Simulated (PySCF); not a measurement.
**Other spins and charges of GaAs⁺, quartet at one geometry**

Geometry (PBE0/def2-TZVP stationary point for this spin):

```xyz
2

Ga    0.0000    0.0000    0.0000
As    0.0000    0.0000    2.7035
```

Basis cc-pVDZ; PySCF 2.14.0. Only valence electrons are correlated (noble-gas cores and the filled d shells of p-block atoms frozen). Prefix R: restricted or restricted open-shell reference. No spin–orbit coupling is included, and no scalar relativity.

Gaps are energies of the second state less the first, at fixed atoms, for a selection of the levels run; mean-field and cluster levels share one orbital occupation for each state, and full CI takes the lowest of the symmetries tried.

Sextet less quartet: 5.089 eV at RCCSDT.

| level | gap (eV) | error (meV) |
| --- | --- | --- |
| RHF | 4.085 | -1004 |
| RMP2 | 4.799 | -290 |
| RCCSD | 5.061 | -28 |
| RCCSD(T) | 5.083 | -6 |
| PBE | 5.839 | 750 |
| r2SCAN | 5.368 | 279 |
| PBE0 | 5.524 | 435 |
| B3LYP | 5.956 | 867 |
| wB97M-V | 5.732 | 643 |
| B2PLYP | 5.574 | 485 |

In so small a basis the reference is far from its limit while semilocal and hybrid functionals are nearer theirs (RPA and double hybrids share part of the reference's basis error), so the functionals' errors here hold much of the reference's basis and frozen-core error, which can add to them or hide them.

Full CI isn't at hand for all of this; RCCSDT serves as the reference. It lacks quadruple excitations.
